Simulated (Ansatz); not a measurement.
# CH6OSi: the cost of one run

Method: RKS PBE-D4/6-31G*, in Ansatz 0.2.0.

**1. The starting structure**

Bond lengths: Si1–O2 1.880 Å, O2–H3 1.010 Å, Si1–H4 1.660 Å, Si1–C5 1.869 Å, C5–H6 1.110 Å, C5–H7 1.110 Å, C5–H8 1.110 Å, Si1–H9 1.459 Å. Angles: Si1–O2–H3 77.3°, O2–Si1–H4 45.4°, O2–Si1–C5 122.6°, O2–Si1–H9 122.6°, H4–Si1–C5 121.8°, H4–Si1–H9 121.8°, C5–Si1–H9 109.5°, Si1–C5–H6 109.5°, Si1–C5–H7 109.5°, Si1–C5–H8 109.5°, H6–C5–H7 109.4°, H6–C5–H8 109.4°, H7–C5–H8 109.4°.

Coordinates:

```xyz
9

Si    0.0000    0.0000    0.0000
O     1.0382    0.0000    1.5673
H     0.1287   -0.2814    1.9044
H     1.6290    0.0000    0.3193
C    -0.8808    1.5259   -0.6227
H    -1.9334    1.2723   -0.8671
H    -0.8624    2.3106    0.1622
H    -0.3704    1.9025   -1.5336
H    -0.6877   -1.1914   -0.4862
```

**2. A restrained relaxation towards end A**

Springs on the bonds that form and break draw the guess towards this end; the thresholds are loose.

input.yaml

```yaml
crystal:
  periodic: [false, false, false]
  atoms:
    - { symbol: Si, position_ang: [0.0, 0.0, 0.0] }
    - { symbol: O, position_ang: [1.0382, 0.0, 1.5673] }
    - { symbol: H, position_ang: [0.1287, -0.2814, 1.9044] }
    - { symbol: H, position_ang: [1.629, 0.0, 0.3193] }
    - { symbol: C, position_ang: [-0.8808, 1.5259, -0.6227] }
    - { symbol: H, position_ang: [-1.9334, 1.2723, -0.8671] }
    - { symbol: H, position_ang: [-0.8624, 2.3106, 0.1622] }
    - { symbol: H, position_ang: [-0.3704, 1.9025, -1.5336] }
    - { symbol: H, position_ang: [-0.6877, -1.1914, -0.4862] }
basis:
  gaussian: { orbitals: "6-31G*" }
hamiltonian:
  xc: pbe
  dispersion: d4
relax:
  f_tol: 0.15
  max_steps: 25
  restrain:
    - { distance: [1, 3], at: 2.21, k: 30.0 }
    - { distance: [0, 1], at: 1.68, k: 30.0 }
    - { distance: [0, 3], at: 1.46, k: 30.0 }
output:
  orbitals: {}
```

On the command line:

```bash
$ ansatz run input.yaml --threads 1 --pin off --max-ram 2048MiB --backend cpu --events-out ev --progress --plain --runs-dir out
```

Q: Estimate wall time and peak memory on 1 thread of Arm Neoverse V2, shared host.

About 13 s, with a peak of 0.12 GiB.
